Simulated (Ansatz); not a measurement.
# Property card for Pd

Computed with DFT r2SCAN, scalar-relativistic, plane waves, PAW (Ansatz 0.2.0).

Plane waves to 500 eV, a k mesh through Γ of 18×18×18 on the computed 1-atom cell and Gaussian smearing (0.10 eV); no spin polarisation.

The structure is relaxed at this level of theory with its symmetry kept.

```
Pd
1.0
     0.00000    1.95373    1.95373
     1.95373    0.00000    1.95373
     1.95373    1.95373    0.00000
Pd
1
Direct
  0.00000 0.00000 0.00000
```

```
Space group                                                       : Fm-3m (No. 225)
Volume per atom                                                   : 14.91 Å³
Formation energy from the elements' standard states (uncorrected) : +0.010 eV/atom
Generalised Kohn–Sham band gap                                    : none (metal)
Density of states at the Fermi level                              : 2.16 states/eV per cell
Löwdin character within 0.5 eV of the Fermi level                 : Pd 4d 93 %, unprojected 7 %
Bulk modulus                                                      : 186 GPa
Its pressure derivative                                           : 5.5
Bader charges (e)                                                 : Pd (1 in the cell) 0.00
```

Cost: 6 runs of about 0.98 core-minutes in all, on Arm Neoverse V2 (shared hosts).